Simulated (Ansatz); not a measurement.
We consider black phosphorus, described by r²SCANh in Ansatz (PAW).

Settings: plane-wave cutoff 520 eV, 8×8×6 k mesh (along the axes of the cell as run), Fermi–Dirac smearing 0.01 eV, scalar-relativistic PAW data made under PBE.

Cell (relaxed at this level):

```
P
1.0
    1.64745    -5.50700     0.00000
    1.64745     5.50700     0.00000
    0.00000     0.00000     4.54554
P
4
Cartesian
  1.64745   4.46061   4.14250
  1.64745   1.04639   1.86974
  1.64745  -1.04639   2.67580
  1.64745  -4.46061   0.40303
```

Q: Predict the band gap and Γ–Γ gap.

A: 
band gap: 0.70 eV (on the SCF k mesh) (direct)
Γ–Γ gap: 2.45 eV

Measured, for comparison: band gap 0.35 eV (temperature not stated, not corrected to a static lattice; as tabulated in Das et al. (2018), arXiv:1807.05623). Computed (rounded) less measured: band gap +0.35 eV.

Note: the cell comes from a level without a dispersion term, which matters for the spacing of layers, chains or molecules.

The computed numbers hold no vibrational or temperature effects.

Ansatz is a first-principles code.
